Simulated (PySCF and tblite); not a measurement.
Results of a calculation; reference values are marked as such.
System: C3H5N, numbered as in [H]/[N:4]=[CH:3]\[CH:2]=[CH2:1].

Motion: rotation about the C2–C3 bond (torsion C1–C2–C3–N4 from -180° to 21°, rising). GFN2-xTB gives an electronic barrier of 4.4 kcal/mol and a reaction energy of 1.4 kcal/mol.

Problem. What does B3LYP/pcSseg-1 + D3(BJ) give on PBE0-D3(BJ)/def2-SVP geometries?

Solution. A barrier of 6.5 kcal/mol, 2.1 above the tight-binding barrier (from unrounded values), a reaction energy of 2.9 kcal/mol and, with GFN2-xTB thermal terms, ΔG‡(298 K) = 6.4 kcal/mol and k = 2.7×10⁸ s⁻¹ (2 equivalent paths).

Problem. And the level of the geometries itself, PBE0-D3(BJ)/def2-SVP?

Solution. 6.6 kcal/mol.

Programs: tblite and PySCF.
